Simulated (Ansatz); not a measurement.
Results of the Gaussian-basis code of Ansatz.

A structure relaxed at PBE0-D4/def2-TZVP, charge 0, multiplicity 1:

| atom | x (Å) | y (Å) | z (Å) |
| --- | --- | --- | --- |
| O1 | -0.392 | 0.701 | 0.966 |
| S2 | -0.402 | -0.251 | -0.103 |
| O3 | 0.794 | -0.450 | -0.863 |

**Question.** Give its formula and SMILES.

**Answer.** O2S, `O=S=O`.

**Question.** Point group (tolerance 0.08 Å, 0.16 Å for H)?

**Answer.** C2v.

**Question.** Summarise the bond lengths by kind.

**Answer.** 2 × O–S 1.431 Å.
